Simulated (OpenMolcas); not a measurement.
**A ladder of methods for AlH2F (SMILES [F][AlH2])**

The species is AlH2F (4 atoms), meant as a singlet with charge 0. SMILES: `[F][AlH2]`. Geometry: a GFN2-xTB relaxation, a rough one for these elements and not checked as a minimum.

```xyz
4

F    -0.3464   -0.0150    1.5652
Al    0.0083    0.0003   -0.0373
H    -0.3870   -1.1977   -0.8985
H     0.7251    1.2124   -0.6294
```

Quantity: the energy change with the F1–Al2 bond stretched from 1.641 to 2.872 Å, in eV. The values are calculated.

| level | kind | program | value (eV) | less FCI/STO-3G |
| --- | --- | --- | --- | --- |
| HF/STO-3G (restricted) | Hartree–Fock | OpenMolcas | 8.25 | +3.12 |
| r2SCAN/STO-3G (restricted) | meta-GGA | OpenMolcas | 6.42 | +1.29 |
| B3LYP/STO-3G (restricted) | global hybrid | OpenMolcas | 6.54 | +1.41 |
| B2PLYP/STO-3G (restricted) | double hybrid | OpenMolcas | 6.50 | +1.37 |
| CASPT2(2,2)/STO-3G | multireference | OpenMolcas | 5.11 | -0.02 |
| SC-NEVPT2(2,2)/STO-3G | multireference | OpenMolcas | 5.09 | -0.04 |
| ACPF/STO-3G (restricted) | coupled cluster or CI | OpenMolcas | 2.43 | -2.70 |
| FCI/STO-3G | exact in the basis | OpenMolcas | 5.13 | 0.00 |

FCI/STO-3G is exact within its basis and frozen core, so for wave-function methods in that basis the difference is their error; functionals converge differently with the basis, so for them it is only a difference. Spin-restricted single references rise too steeply as a bond breaks, Hartree–Fock most of all. Perturbation and coupled-cluster corrections on them can overshoot downwards. The first shape isn't each level's own minimum. The values span 2.43 to 8.25 eV. All rows use very small basis sets, so even the best lies far from the true value.
